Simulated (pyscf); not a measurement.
•H₂C–NH₂ + methane (CH₄) → methylamine (H₃C–NH₂) + methyl (CH₃•) (hydrogen abstraction; doublet surface; C–H broken, C–H formed). Structures and frequencies: ωB97X-D3(BJ)/def2-SVP in PySCF. Energies in kcal/mol from the separated reactants.

| level | barrier | reaction energy |
|---|---|---|
| ωB97X-D3(BJ)/def2-TZVP | 26.0 | +14.0 |
| PBE/def2-TZVP | 21.1 | +15.6 |
| B3LYP-D3(BJ)/def2-TZVP | 24.2 | +14.3 |
| M06-2X/def2-TZVP | 25.9 | +12.9 |
| ωB97M-D3(BJ)/def2-TZVP | ___ | ___ |
| HF/def2-TZVP | ___ | +8.4 |

### Question
Complete the blanks.

### Answer

- ωB97M-D3(BJ)/def2-TZVP, barrier: 26.7
- ωB97M-D3(BJ)/def2-TZVP, reaction energy: +13.7
- HF/def2-TZVP, barrier: 36.8

The functionals in the table span 5.6 kcal/mol in this barrier, from PBE to ωB97M-D3(BJ)/def2-TZVP. One saddle was located; it need not be the lowest between these sides. The angle at the transferred H is 172°.
